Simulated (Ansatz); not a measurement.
TiGeB$_{4}$: Seebeck coefficient and carrier response

Method: DFT LDA, scalar-relativistic, plane waves, PAW (Ansatz). Plane waves to 420 eV; Γ-centred k mesh 15×15×6; Fermi-Dirac smearing of 0.15 eV. No spin polarisation.

Equilibrium structure at this level:
```xyz
6
Lattice="3.0067 0.0000 0.0000 -1.5034 2.6039 0.0000 0.0000 0.0000 7.0588" Properties=species:S:1:pos:R:3 pbc="T T T"
Ti    0.0000    0.0000    0.0000
Ge    0.0000    0.0000    3.5294
B     0.0000    1.7359    5.5022
B     0.0000    1.7359    1.5565
B     1.5034    0.8680    5.5022
B     1.5034    0.8680    1.5565
```

The cell was built by swapping an element in a database structure (itself possibly hypothetical) and relaxing; it need not be the stable form of this composition. In a metal these results depend on the k mesh and the smearing.

Constant relaxation time and rigid bands. The levels are interpolated over the whole zone and filled by a Fermi function at the stated temperature, with the chemical potential set by the electron count. Seebeck coefficients of a few μV/K are small differences and uncertain even in sign.

**Question.** Give the Drude plasma energies, the density of states at the chemical potential and σ/τ at 300 K.

**Answer.**
| Property | Result |
| --- | --- |
| Plasma energy xx, yy, zz | 5.88, 5.88, 4.48 eV |
| Density of states (thermally broadened) | 0.60 states/eV/cell |
| Conductivity over τ, xx, yy, zz | 7.1, 7.1, 4.1 ×10²⁰ (Ω·m·s)⁻¹ |

**Question.** And the Seebeck coefficient (μV/K)?

**Answer.**
```tsv
T (K)	Sxx	Syy	Szz
300	-1.0	-1.0	4.1
600	-1.8	-1.8	10.1
900	-2.7	-2.7	15.3
```